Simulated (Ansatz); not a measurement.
Input for Ansatz (development build ahead of 0.2.0):

```yaml
crystal:
  periodic: [false, false, false]
  atoms:
    - { symbol: Na, position_ang: [0.0, 0.0, -1.30616] }
    - { symbol: Cl, position_ang: [0.0, 0.0, 0.84516] }
basis:
  gaussian: { orbitals: def2-TZVP }
hamiltonian:
  xc: hf
correlation:
  method: mp2
  frozen_orbitals: { Cl: 5, Na: 1 }
```

The input is written out in the form of the current development build from the run's settings.

Output:

```json
{"Converged": "yes", "Reference energy": "-621.43061 hartree", "Correlation energy": "-0.36164 hartree", "Total energy": "-621.79225 hartree", "Spin squared of the determinant": "0.000"}
```
